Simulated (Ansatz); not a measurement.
Reaction (SMILES): C=[C]Cl → C=[C-]Cl (an electron is taken up)
B3LYP-D3(BJ)/def2-TZVP geometries, fixed; electronic energies without zero-point terms; positive where energy is released.

Basis-set convergence of the adiabatic electron affinity at r2SCAN with Ansatz (a first-principles code). All functions are spherical. Open shells are unrestricted. No added dispersion term, no relativity. Functions are those of the species that has most. Reference: the value in aug-pcseg-3, 1.430 eV, itself unsure by roughly 0.005 eV (its mean distance from aug-cc-pV(Q+d)Z, def2-QZVPPD). Deviations are taken from unrounded values.

```csv
basis,functions,adiabatic electron affinity (eV),minus reference (eV)
cc-pV(D+d)Z,61,1.113,-0.317
def2-SVPD,83,1.464,0.034
aug-pcseg-1,91,1.613,0.183
cc-pV(T+d)Z,127,1.269,-0.161
def2-TZVPD,138,1.425,-0.005
def2-TZVPPD,159,1.423,-0.007
aug-pcseg-2,188,1.452,0.022
cc-pV(Q+d)Z,234,1.345,-0.084
def2-QZVPPD,271,1.425,-0.005
aug-pcseg-3,357,1.430,0.000
cc-pV(5+d)Z,392,1.395,-0.035
```

The smallest set listed that lies within 0.05 eV of the reference with all its larger relatives (same family, alike in diffuse functions; a set with none counts only in the reference's own line) is def2-SVPD (83 functions, 0.034 eV off). Inside, with no larger relative to test it: cc-pV(5+d)Z.
